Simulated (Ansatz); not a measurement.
CH3NSi (`N#C[SiH3]`) from Hartree–Fock to CCSD(T)

Cartesian coordinates in Å:
```
N -0.2908 0.6412 2.3092
C -0.1524 0.3341 1.2079
Si 0.0706 -0.1556 -0.5604
H 1.5014 -0.4742 -0.7562
H -0.3453 0.9923 -1.3949
H -0.7834 -1.3378 -0.8056
```

Charge 0, multiplicity 1. All single points use the PBE0-D4/def2-TZVP geometry. Frozen core, restricted reference, Ansatz 0.2.0. CBS rows extrapolate triple and quadruple zeta.

| basis | HF (Eh) | MP2 corr. |
| --- | --- | --- |
| def2-SVP | -382.82443 | -0.37866 |
| def2-TZVPP | -383.03947 | -0.46153 |
| def2-QZVPP | -383.05228 | -0.49279 |
| cc-pV(D+d)Z | -383.00333 | -0.37913 |
| cc-pV(T+d)Z | -383.04083 | -0.46228 |
| cc-pV(Q+d)Z | -383.05099 | -0.49339 |

(1) Estimate the CCSD correlation energy and the (T) correction in each basis where they were run (hartree).

Answers

(1) 
```
      basis  CCSD corr.       (T)
   def2-SVP    -0.40574  -0.01516
 def2-TZVPP    -0.48442  -0.02266
 def2-QZVPP    -0.50980  -0.02482
  CBS(def2)    -0.52860  -0.02642
cc-pV(D+d)Z    -0.40748  -0.01525
cc-pV(T+d)Z    -0.48483  -0.02277
cc-pV(Q+d)Z    -0.51036  -0.02481
    CBS(cc)    -0.52854  -0.02627
```
